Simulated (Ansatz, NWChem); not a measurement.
NWChem → Ansatz

This NWChem 7.3.0 job computes triplet SiF2:

nw.nw:
```
start nw
title "F2Si energy"
memory stack 880 mb heap 220 mb global 1100 mb
geometry noautosym nocenter noautoz
 F      0.166300     1.246800     0.229400
 Si    -0.594900    -0.046400    -0.330100
 F      0.428600    -1.200400     0.100700
end
basis "ao basis" spherical bse
 * library def2-TZVP
end
scf
 triplet
 uhf
 thresh 1e-08
 maxiter 80
 print low
end
mp2
 freeze core 7
 tight
end
task mp2 energy
```

```bash
$ nwchem nw.nw > nw.out
```

Geometry: relaxed at PBE0-D4/def2-TZVP. That shape belongs to the parent species and isn't relaxed for this state.

It gives a total energy of -488.492369 Eh.

Task: Write the same calculation for Ansatz 0.2.0 as an input file of the program's own.

Result: One way, which was run:

in.yaml:
```yaml
crystal:
  periodic: [false, false, false]
  atoms:
    - {symbol: F, position_ang: [0.166300, 1.246800, 0.229400]}
    - {symbol: Si, position_ang: [-0.594900, -0.046400, -0.330100]}
    - {symbol: F, position_ang: [0.428600, -1.200400, 0.100700]}
basis:
  gaussian:
    orbitals: def2-TZVP
magnetization:
  spin_polarized: true
  initial_magnetization: 2
correlation:
  method: mp2
  frozen_orbitals: {F: 1, Si: 5}
accuracy: high
```

```bash
$ ansatz run in.yaml --threads 1 --pin off --max-ram 3480MiB --events-out events.jsonl --progress --plain --runs-dir runs
```

Its energy is -488.492369 Eh, 0.000 mEh from the first.
